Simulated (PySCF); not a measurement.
Compound: CH₂S (charge -1 and doublet state).
SMILES with atom numbers: `[CH2:1][S-:2]` (hydrogens: H3, H4 on C1)

The calculation used PBE0-D3(BJ)/def2-SVP geometry optimisation, gas phase in PySCF.

**Question.** Give the optimised bond lengths and angles.

**Answer.** 
```tsv
bond	length (Å)
C1–S2	1.712
C1–H3, C1–H4	1.104
```

Bonds in one row agree within 0.01 Å and their mean is given. A selection of angles:
```tsv
angle	degrees
S2–C1–H3	122.5
H3–C1–H4	114.9
```

C1 (carbon bonded to S and 2 H) is planar (angles 122.5°, 122.5° and 114.9°, sum 360.0°, 0.01 Å off the plane of its three neighbours).

Point group: C2v (every atom within 0.08 Å of its image). No PBE0-D3(BJ)/def2-SVP frequencies stand behind this structure, so it isn't proved a minimum. ⟨S²⟩ = 0.754 (exact for a doublet: 0.75). Whether the extra electron is bound in the gas phase wasn't checked; a finite basis holds it in any case. The geometry's basis has no diffuse functions, a weakness for an anion.
